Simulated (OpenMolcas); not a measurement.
# BNH6 (SMILES [BH3-][NH3+]): levels of theory compared

We compute a comparison of 6 runs (HF/def2-TZVP, B3LYP/6-31G*, B2PLYP/def2-TZVP, SVWN5/def2-TZVP, MP2/def2-TZVP) of BNH6. 

The calculation is run with OpenMolcas 26.06.

## 1. Starting point

BNH6: 8 atoms, total charge 0, spin state singlet. As SMILES, `[BH3-][NH3+]`. The coordinates come from a PBE0-D4/def2-TZVP relaxation.

Bond lengths: B1–N2 1.639 Å, B1–H3 1.212 Å, B1–H4 1.212 Å, B1–H5 1.212 Å, N2–H6 1.015 Å, N2–H7 1.015 Å, N2–H8 1.015 Å. Some angles: B1–N2–H6 110.9°, B1–N2–H7 110.9°, B1–N2–H8 110.9°, N2–B1–H3 105.3°, N2–B1–H4 105.3°, N2–B1–H5 105.3°, H6–N2–H7 108.0°, H6–N2–H8 108.0°, H7–N2–H8 108.0°, H3–B1–H4 113.3°.

## 2. Energy and forces at HF/def2-TZVP (run 1)

coord.xyz

```xyz
8

B     -0.191300     0.250800    -0.775400
N      0.206500    -0.255100     0.731700
H     -0.078200    -0.728400    -1.481000
H     -1.332600     0.649700    -0.687200
H      0.604400     1.126600    -1.038400
H      0.140800     0.507000     1.398700
H      1.156600    -0.611300     0.755300
H     -0.414000    -0.996500     1.040500
```

run.inp

```
>>> EXPORT MOLCAS_PRINT=2

&GATEWAY
 BASLIB
 $CurrDir
 COORD
 coord.xyz
 BASIS
 def2-TZVP
 GROUP
 NoSym

&SEWARD

&SCF
 THRESHOLDS
 1e-10 1e-07 1e-07 1e-05
 PRORBITALS
 1

&ALASKA
```

The basis set def2-TZVP is read from a file made from the Basis Set Exchange's data (not shown).

Launch:

```bash
$ export MOLCAS_MEM=1860
$ pymolcas run.inp > run.log
```

The log of the run:

```text
--- Start Module: gateway ---
[...]
--- Stop Module: gateway /rc=_RC_ALL_IS_WELL_ ---
[...]
      Basis functions           98
[...]
--- Start Module: scf ---
[...]
       Convergence after  11 Iterations
[...]
::    Total SCF energy                                -82.6520597021
[...]
      Total spin, S                                     0.0000000000
[...]
      Total electronic charge=   18.000000
      Total            charge=   -0.000000
[...]
      Dipole Moment (debye):
      Origin of the operator (angstrom)=    0.0278   -0.0278    0.0546
                   X=  1.3389E+00               Y= -1.7024E+00               Z=  5.0716E+00           Total=  5.5147E+00
      Quadrupole Moment (debye*angstrom):
[...]
 *              Molecular gradients               *
 **************************************************
  Irreducible representation: a
 ------------------------------------------------------------------------------------------
                              X                       Y                       Z
 ------------------------------------------------------------------------------------------
  B1                1.87355739194506E-03   -2.34169421476105E-03    7.03082434321356E-03
  N2               -4.77449561811599E-03    6.04767536782191E-03   -1.79097006188056E-02
  H3                5.51326072985719E-05   -3.99104203159029E-04   -2.32694395514876E-04
  H4               -4.31448038270554E-04    1.34681313392115E-04    8.05161310020452E-05
  H5                3.05457389930375E-04    3.10931648789037E-04   -4.72405979683455E-05
  H6               -8.41462745504534E-04    9.16735666379864E-03    7.66066170015023E-03
  H7                1.12809905783933E-02   -4.16759833324565E-03    1.40725780545248E-05
  H8               -7.46773156568192E-03   -8.75224824263787E-03    3.40356085983817E-03
[...]
```

It took 10 s on 1 thread of Arm Neoverse V1, shared host; peak memory 0.54 GiB.

## 3. Energy and forces at B3LYP/6-31G(d) (spherical functions) (run 2)

mol.xyz

```xyz
8

B     -0.191300     0.250800    -0.775400
N      0.206500    -0.255100     0.731700
H     -0.078200    -0.728400    -1.481000
H     -1.332600     0.649700    -0.687200
H      0.604400     1.126600    -1.038400
H      0.140800     0.507000     1.398700
H      1.156600    -0.611300     0.755300
H     -0.414000    -0.996500     1.040500
```

run.input

```
* BH6N Kohn-Sham DFT

&GATEWAY
 BASLIB=$CurrDir
 COORD=mol.xyz
 BASIS=6-31Gs
 GROUP=NoSym

&SEWARD
 GRIDINPUT
 Grid=UltraFine
 End of Grid

&SCF
 KSDFT=B3LYP
 THRESHOLDS=1e-10 1e-07 1e-07 1e-05
 PRORBITALS=1

&ALASKA
```

The basis set 6-31G* is read from a file made from the Basis Set Exchange's data (not shown).

Launch:

```bash
$ export MOLCAS_MEM=1860
$ pymolcas run.input > run.log
```

The log of the run:

```text
--- Start Module: gateway ---
[...]
--- Stop Module: gateway /rc=_RC_ALL_IS_WELL_ ---
[...]
      Basis functions           40
[...]
--- Start Module: scf ---
[...]
       Convergence after  12 Iterations
[...]
::    Total KS-DFT energy                             -83.2113030053
[...]
      Total spin, S                                     0.0000000000
[...]
      Total electronic charge=   18.000000
      Total            charge=   -0.000000
[...]
      Dipole Moment (debye):
      Origin of the operator (angstrom)=    0.0278   -0.0278    0.0546
                   X=  1.3734E+00               Y= -1.7463E+00               Z=  5.2024E+00           Total=  5.6569E+00
      Quadrupole Moment (debye*angstrom):
[...]
 *              Molecular gradients               *
 **************************************************
  Irreducible representation: a
 ------------------------------------------------------------------------------------------
                              X                       Y                       Z
 ------------------------------------------------------------------------------------------
  B1                1.94489479959070E-03   -2.43209723578397E-03    7.30118136305791E-03
  N2                1.22937323404626E-05   -3.64790674195481E-05    2.16131104425088E-04
  H3               -1.30306857585138E-04    2.43207728991557E-04   -3.85532913180331E-04
  H4               -7.93758412465095E-06    1.07538499381055E-04   -4.58656257721624E-04
  H5               -2.12348812263174E-04    5.13661284400335E-05   -4.15652159383328E-04
  H6                1.58240304807183E-04   -3.26145865858640E-03   -3.60665383167103E-03
  H7               -4.41811961394700E-03    1.78940393826421E-03   -6.75974024618428E-04
  H8                2.65328403117815E-03    3.53851866669963E-03   -1.97484328091302E-03
[...]
```

Run time: 15 s. Hardware: 1 thread of Arm Neoverse V1, shared host; peak memory 0.37 GiB.

Runs 3 to 4 aren't shown in full; the table further down has their settings and results.

## 4. Energy and forces at SVWN5/def2-TZVP (run 5)

coord.xyz is that of step 2.

run.input

```
* BH6N Kohn-Sham DFT

&GATEWAY
  BasLib=$CurrDir
  Coord=coord.xyz
  Basis=def2-TZVP
  Group=NoSym

&SEWARD
  GridInput
  Grid=UltraFine
  End of Grid

&SCF
  KSDFT=SVWN5
  Thresholds=1e-10 1e-07 1e-07 1e-05
  PrOrbitals=1 1

&ALASKA
```

The basis set def2-TZVP is read from a file made from the Basis Set Exchange's data (not shown).

Launch:

```bash
$ export MOLCAS_MEM=1860
$ pymolcas run.input > run.log
```

The log of the run:

```text
--- Start Module: gateway ---
[...]
--- Stop Module: gateway /rc=_RC_ALL_IS_WELL_ ---
[...]
      Basis functions           98
[...]
--- Start Module: scf ---
[...]
       Convergence after  13 Iterations
[...]
::    Total KS-DFT energy                             -82.4498316342
[...]
      Total spin, S                                     0.0000000000
[...]
      Total electronic charge=   18.000000
      Total            charge=   -0.000000
[...]
      Dipole Moment (debye):
      Origin of the operator (angstrom)=    0.0278   -0.0278    0.0546
                   X=  1.3251E+00               Y= -1.6849E+00               Z=  5.0196E+00           Total=  5.4581E+00
      Quadrupole Moment (debye*angstrom):
[...]
 *              Molecular gradients               *
 **************************************************
  Irreducible representation: a
 ------------------------------------------------------------------------------------------
                              X                       Y                       Z
 ------------------------------------------------------------------------------------------
  B1               -2.24815620412933E-03    2.89865605621142E-03   -8.58039142919198E-03
  N2                3.57965636013574E-03   -4.57163327657040E-03    1.37223831782842E-02
  H3               -1.49091708583654E-04    1.67024001513627E-03    1.44491204316433E-03
  H4                2.07830362062111E-03   -7.78200968544640E-04    3.87854844592361E-05
  H5               -1.37750089139899E-03   -1.63556089895067E-03    6.71118822762939E-04
  H6                8.51505391725849E-04   -7.61887346299339E-03   -5.66217257820512E-03
  H7               -8.92362463382890E-03    3.15701591789930E-03    5.61171915783004E-04
  H8                6.18890806544536E-03    6.87835661780678E-03   -2.19580743705428E-03
[...]
```

Wall time 30 s (1 thread of Arm Neoverse V1, shared host); peak memory 0.55 GiB.

## 5. A single-point energy at MP2/def2-TZVP (run 6)

test.input

```
>>> EXPORT MOLCAS_PRINT=2
&GATEWAY
BasLib = $CurrDir
BasisSet
B.def2-TZVP....
B1 -0.191300 0.250800 -0.775400 angstrom
End of Basis
BasisSet
N.def2-TZVP....
N2 0.206500 -0.255100 0.731700 angstrom
End of Basis
BasisSet
H.def2-TZVP....
H3 -0.078200 -0.728400 -1.481000 angstrom
H4 -1.332600 0.649700 -0.687200 angstrom
H5 0.604400 1.126600 -1.038400 angstrom
H6 0.140800 0.507000 1.398700 angstrom
H7 1.156600 -0.611300 0.755300 angstrom
H8 -0.414000 -0.996500 1.040500 angstrom
End of Basis
&SEWARD
&SCF
Thresholds = 1e-10 1e-07 1e-07 1e-05
PrOrbitals = 1 2
&MBPT2
Frozen = 2
```

The basis set def2-TZVP is read from a file made from the Basis Set Exchange's data (not shown).

Launch:

```bash
$ export MOLCAS_MEM=1860
$ pymolcas test.input > test.log
```

The log of the run:

```text
--- Start Module: gateway ---
[...]
--- Stop Module: gateway /rc=_RC_ALL_IS_WELL_ ---
[...]
      Basis functions           98
[...]
--- Start Module: scf ---
[...]
       Convergence after  11 Iterations
[...]
::    Total SCF energy                                -82.6520597021
[...]
      Total spin, S                                     0.0000000000
[...]
      Total electronic charge=   18.000000
      Total            charge=   -0.000000
[...]
      Dipole Moment (debye):
      Origin of the operator (angstrom)=    0.0278   -0.0278    0.0546
                   X=  1.3389E+00               Y= -1.7024E+00               Z=  5.0716E+00           Total=  5.5147E+00
      Quadrupole Moment (debye*angstrom):
[...]
--- Stop Module: scf /rc=_RC_ALL_IS_WELL_ ---
[...]
--- Start Module: mbpt2 ---
[...]
WARNING!
Default frozen orbitals as non valence orbitals is overwritten by user input.
Default values:   2
[...]
       Reference weight ( Cref**2 )         =        0.90301
::    Total MBPT2 energy                              -83.0027770529
[...]
      Total MBPT2 calculations                           0.32      0.35
--- Stop Module: mbpt2 /rc=_RC_ALL_IS_WELL_ ---
[...]
```

Wall time 8.4 s (1 thread of Arm Neoverse V1, shared host); peak memory 0.55 GiB.

## 6. The series

| run | level | integration grid | Cartesian functions | energy (Eh) | dipole moment (D) of the reference | HOMO energy (eV) | LUMO energy (eV) | wall time |
| --- | --- | --- | --- | --- | --- | --- | --- | --- |
| 1 | HF/def2-TZVP | – | no | -82.652060 | 5.51 | -11.23 | 2.54 | 10 s |
| 2 | B3LYP/6-31G* (spherical functions) | UltraFine | no | -83.211303 | 5.66 | -7.22 | 0.80 | 15 s |
| 3 | B3LYP/6-31G* (Cartesian functions) | UltraFine | yes | -83.212927 | 5.65 | -7.22 | 0.77 | 16 s |
| 4 | B2PLYP/def2-TZVP | UltraFine | no | -83.158426 | 5.47 | -9.10 | 0.83 | 29 s |
| 5 | SVWN5/def2-TZVP | UltraFine | no | -82.449832 | 5.46 | -6.44 | -0.93 | 30 s |
| 6 | MP2/def2-TZVP | – | no | -83.002777 | 5.51 | -11.23 | 2.54 | 8.4 s |

## 7. Summary of results

```
                                          quantity         value
                               run 6: total energy  -83.00278 Eh
         run 6: dipole moment (mean-field density)        5.51 D
        run 6: HOMO energy (Hartree–Fock orbitals)     -11.23 eV
        run 6: LUMO energy (Hartree–Fock orbitals)       2.54 eV
      run 6: HOMO–LUMO gap (Hartree–Fock orbitals)      13.77 eV
run 6: correlation energy (2 core orbitals frozen)    -350.7 mEh
```

What this shows: Over runs 1, 2, 3, 4, 5 the dipole moment (its size) runs from 5.46 D (SVWN5/def2-TZVP) to 5.66 D (B3LYP/6-31G*). The two ends differ in method and basis. Over runs 1, 2, 3, 4, 5 the HOMO–LUMO gap runs from 5.51 eV (SVWN5/def2-TZVP) to 13.77 eV (HF/def2-TZVP). Exact exchange widens orbital gaps. For B2PLYP the log adds the whole second-order term; the table takes 0.27 of it, as the functional is defined. Totals of different functionals can't be ranked against each other. All runs together took 1.8 min, the longest 30 s.
